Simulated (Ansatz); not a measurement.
Cartesian coordinates in Å:
```
C 0.3215 0.1040 -0.7439
Si -0.7628 0.1747 0.7700
F 0.1314 0.6434 2.0231
H 0.7099 1.0905 -1.0033
H -0.2515 -0.2755 -1.5937
H 1.1676 -0.5677 -0.5683
H -1.3160 -1.1695 1.1161
```

The species carries charge 0 and has multiplicity 2.

(1) List the ωB97M-V/def2-TZVPP orbital energies in eV (Ansatz 0.2.0). (Estimate.)

## Answers

(1) The calculation gave: α occupied: -1807.82, -677.26, -281.34, -148.77, -102.99, -102.89, -102.81, -35.78, -22.70, -17.78, -15.33, -15.16, -14.60, -14.15, -13.82, -11.66, -7.84. α empty: 2.15, 2.48, 3.97, 4.14, 4.34, 4.73, 6.47, 6.74. β occupied: -1807.73, -677.20, -281.31, -148.66, -102.82, -102.74, -102.70, -35.66, -22.59, -17.45, -15.18, -14.87, -14.34, -13.98, -13.69, -11.40. β empty: -0.51, 2.34, 2.60, 4.04, 4.28, 4.51, 4.82, 6.68. ⟨S²⟩ = 0.751.
